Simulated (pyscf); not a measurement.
F–Au + hydrogen (H₂) -> AuH + hydrogen fluoride (HF), a four-centre exchange (singlet surface; Au–F, H–H broken, Au–H, F–H formed). Optimised with ωB97X-D3(BJ)/def2-SVP in PySCF. Energies in eV from the separated reactants.

Small-basis levels: PySCF, no dispersion term, spherical d functions. AM1 to PM7: differences of heats of formation from MOPAC, which are fitted to 298 K values and so differ in kind from electronic energies by zero-point and thermal terms. Cost: rough CPU time at the saddle relative to B3LYP/6-31G*+LANL2DZ, from one job on a shared machine.

```csv
level,barrier,reaction energy,cost
MP2/6-31G*+LANL2DZ,1.11,-0.70,0.2
SVWN5/6-31G*+LANL2DZ,0.34,-1.38,0.9
BP86/6-31G*+LANL2DZ,0.81,-1.13,1
PBE/6-31G*+LANL2DZ,0.76,-1.09,1
B3LYP/6-31G*+LANL2DZ,[?],-1.11,1
B3LYP/6-311+G**+LANL2DZ,0.74,-1.65,1
PBE/def2-SVP,0.63,-1.34,2
PM6,-1.36,-2.29,under 0.02
PM7,[?],-2.38,under 0.02
ωB97M-D3(BJ)/def2-TZVP,[?],-1.33,–
```

Fill in the missing entries.


- B3LYP/6-31G*+LANL2DZ, barrier: 0.92
- PM7, barrier: -1.08
- ωB97M-D3(BJ)/def2-TZVP, barrier: 0.72

Against the last row the barrier runs from -2.08 (PM6) to +0.39 eV (MP2/6-31G*+LANL2DZ). At PM6, PM7 this geometry lies under one side, so the entry may be no barrier of that level: it is a single point on another level's saddle. ωB97M-D3(BJ)/def2-TZVP has limits of its own. On the product side the descent ends in a bound adduct, 0.43 eV under the separated species and 2.42 eV under the saddle at ωB97X-D3(BJ)/def2-TZVP. The reactants may also form a dative adduct at F–Au; it and routes through it were not searched. At the saddle there is also a short Au–H contact that neither side keeps. This is the saddle that the search found; another between the same sides may lie lower. In the def2 sets elements past Kr carry core potentials, without spin-orbit coupling.
